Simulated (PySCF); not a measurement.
C3H4, SMILES CC#C. Geometry: ωB97X-D3(BJ)/def2-TZVP.

TDA-CAM-B3LYP/def2-SVPD run with PySCF 2.14.0 puts the lowest singlet excitations at 6.73, 6.98, 6.98, 7.44, 7.44, 8.46 eV.

Q: What are the lowest excitation roots from ADC(2)/aug-cc-pVDZ run with PySCF? (Estimate from the structure and the level; the computed values follow.)

A: 7.31, 7.31, 7.61, 7.61, 8.03, 8.03 eV. S1 differs by 0.58 eV (second minus first; roots are paired by order, and the bases may differ).
